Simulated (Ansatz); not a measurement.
Input for Ansatz (development build ahead of 0.2.0):

```yaml
crystal:
  periodic: [false, false, false]
  atoms:
    - { symbol: S, position_ang: [0.0, 0.0, -0.87155] }
    - { symbol: F, position_ang: [0.0, 0.0, 0.87155] }
basis:
  gaussian: { orbitals: def2-SVP }
total_charge: -1
hamiltonian:
  xc: hf
correlation:
  method: mp2
  frozen_orbitals: { F: 1, S: 5 }
```

The input is written out in the form of the current development build from the run's settings.

Output:

- Converged: yes
- Reference energy: -496.71937 hartree
- Correlation energy: -0.30589 hartree
- Total energy: -497.02526 hartree
- Spin squared of the determinant: 0.000
- Stability test: minimum among restricted orbitals
- Occupied orbitals by symmetry in an Abelian subgroup (alpha; beta): 7 A1 3 B1 3 B2; 7 A1 3 B1 3 B2

Messages of the program:
```
mean field -13516.42270432 eV, -496.7193726233 hartree, gradient 9.1e-6 eV, S^2 0.000000; 0 other ends of a descent, 0 dependent functions left out
```

Caution: no diffuse functions for an anion.
